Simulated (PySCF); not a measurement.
Run record: geometry optimisation, `[SiH2]1CC1`.

Method: PBE0-D3(BJ)/def2-SVP geometry optimisation, gas phase (PySCF 2.14.0). Start geometry: GFN2-xTB. A driver script takes a list of jobs; this job's settings line and coordinates (Å) are shown.

Command:
```bash
OMP_NUM_THREADS=1 python probes_run.py task.json out
```

Input:
```
{"job": {"xc": "PBE0", "basis": "def2-SVP", "d3": "d3bj", "grid": 1, "shake": 0.01, "kind": "geom"}, "charge": 0, "multiplicity": 1}
C     -0.597730     0.675130     0.198570
C     -0.515040    -0.745660    -0.322340
Si     1.123100     0.041310     0.110160
H     -1.079700     0.827000     1.143990
H     -0.961440     1.426710    -0.534430
H     -0.785840    -0.889930    -1.357360
H     -0.928070    -1.505330     0.315940
H      1.802070    -0.344380     1.354090
H      2.000450     0.498000    -0.942350
```

Output:
```
step   0  E = -368.89911606  max force = 0.019656
step   1  E = -368.90160627  max force = 0.003892
step   2  E = -368.90163918  max force = 0.000638
step   3  E = -368.90164287  max force = 0.000540
step   4  E = -368.90164484  max force = 0.000374
optimisation converged
```

Energies in Eh; «max force» is the largest Cartesian gradient component in Eh/bohr.

Task: How much energy does the optimisation release, in kcal/mol?

Result: E(step 0) − E(last step) = 0.002529 Eh, which is 1.6 kcal/mol.

Summary of the converged run: final energy -368.90164 Eh after 4 steps; dipole 0.07 D.

The run took 14 s of wall time on one thread, Arm Neoverse N1 (aarch64), shared host with 64 logical CPUs at a one-minute load of 61, and the process peaked at 0.33 GiB of memory.
Labels such as C1 count atoms from 1, the log's own numbers from 0.
